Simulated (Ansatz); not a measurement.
We consider hcp Tc, described by LDA in Ansatz (plane waves, PAW).

Settings: plane-wave cutoff 520 eV, 16×16×10 k mesh (along the axes of the cell as run), Fermi–Dirac smearing 0.1 eV, perturbation theory, force constants from a 4×4×2 q mesh, no spin polarisation, scalar-relativistic PAW data made under PBE.

Computed at the level's own relaxed cell.

```cif
data_Tc2
_chemical_formula_sum 'Tc2'
_space_group_name_H-M_alt 'P63/mmc'
_space_group_IT_number 194
_space_group_name_Hall '-P 6c 2c'
_cell_length_a 2.70962
_cell_length_b 2.70962
_cell_length_c 4.33222
_cell_angle_alpha 90.000
_cell_angle_beta 90.000
_cell_angle_gamma 120.000
loop_
_atom_site_label
_atom_site_type_symbol
_atom_site_symmetry_multiplicity
_atom_site_Wyckoff_symbol
_atom_site_fract_x
_atom_site_fract_y
_atom_site_fract_z
_atom_site_occupancy
Tc1 Tc 2 c 0.33333 0.66667 0.25000 1
```

Harmonic phonon frequencies (cm⁻¹; i marks an imaginary mode):

```tsv
q point	frequencies
Γ	(withheld)
A	105 105 105 105 216 216
```

Problem. Fill in the missing entries.

Solution. 
- Γ, frequencies: 0 0 0 109 143 143

No imaginary mode appears at these points.

Ansatz is a first-principles code.
